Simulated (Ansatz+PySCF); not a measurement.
Values are calculated unless marked as measured or tabulated.
## Several solutions for singlet CH₃F

```xyz
5

C     0.0000    0.0000   -0.6187
F     0.0000    0.0000    0.7447
H     0.0000   -1.0360   -0.9966
H    -0.8972    0.5180   -0.9966
H     0.8972    0.5180   -0.9966
```

Basis set: def2-SVP (spherical functions). Charge 0, multiplicity 1.

CASSCF(2,2) was run from several starts with Ansatz (development build ahead of 0.2.0) and PySCF 2.14.0. The starts are those of the Hartree–Fock orbitals from which the active space was taken at the frontier.

```json
{"run": "A", "program": "Ansatz", "start": "atomic start, no search", "converged": "yes", "energy (hartree)": "-138.94589", "<S²>": "0.00"}
{"run": "B", "program": "PySCF", "start": "program defaults", "converged": "yes", "energy (hartree)": "-138.94589", "<S²>": "0.00"}
{"run": "C", "program": "Ansatz", "start": "search for the lowest state", "converged": "yes", "energy (hartree)": "-138.95298", "<S²>": "0.00"}
{"run": "D", "program": "Ansatz", "start": "stability test followed", "converged": "yes", "energy (hartree)": "-138.94589", "<S²>": "0.00"}
```

**Question.** Which runs reached the lowest solution of this kind, and what is wrong with the others?

**Answer.** C reached the lowest solution found. Converged but too high: A by 0.19 eV, B by 0.19 eV, D by 0.19 eV. Convergence only shows a stationary point; in CASSCF the end hangs on which orbitals enter the active space. Caution: other starts end on other solutions of this active space.
